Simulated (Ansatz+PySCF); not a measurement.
The numbers below are computed, except where a source is named.
Input for PySCF 2.14.0:

```python
from pyscf import gto, scf, cc

mol = gto.M(atom="""
Al 0.000000 0.000000 0.000000
Al 0.764840 1.019790 2.207910
""", basis='6-31g', charge=0, spin=0)
mf = scf.UHF(mol)
mf.kernel()
mycc = cc.CCSD(mf, frozen=10).run()
et = mycc.ccsd_t()
print(mf.e_tot, mycc.e_corr, et, mycc.e_tot + et)
```

The script is written out from the run's settings.

The run gave:

| Item | Value |
| --- | --- |
| Converged | yes |
| Reference energy | -483.68120 hartree |
| CCSD correlation energy | -0.09577 hartree |
| Triples correction | -0.00304 hartree |
| Total energy | -483.78002 hartree |
| Spin squared of the determinant | 0.000 |

This is not the lowest solution: another run reaches a determinant 0.56 eV lower. Caution: another spin multiplicity may lie lower.
